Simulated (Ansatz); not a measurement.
This Ansatz (a program for electronic structure) input (B3LYP/aug-pcseg-3) gives -40.54264 Eh with 281 basis functions. A basis named .json is the Basis Set Exchange file of that set (core-valence sets with the plain set on hydrogen).

Ansatz 0.2 input:
```yaml
crystal:
  periodic: [false, false, false]
  atoms:
    - {symbol: C, position_ang: [-0.00000000, 0.00000000, -0.00000000]}
    - {symbol: H, position_ang: [0.62054657, 0.62688914, 0.63896175]}
    - {symbol: H, position_ang: [-0.64285838, -0.62489528, 0.61852983]}
    - {symbol: H, position_ang: [0.63693263, -0.63278043, -0.61664082]}
    - {symbol: H, position_ang: [-0.61462083, 0.63078657, -0.64085076]}
basis:
  gaussian:
    orbitals: aug-pcseg-3
hamiltonian:
  xc: {name: B3LYP}
magnetization: {spin_polarized: false}
```

Change:
```diff
- orbitals: aug-pcseg-3
+ orbitals: pcseg-0.json
```

Problem. What does the run give now?

Solution. -40.41645 Eh (B3LYP/pcseg-0, 17 functions), a change of +126.19 mEh.
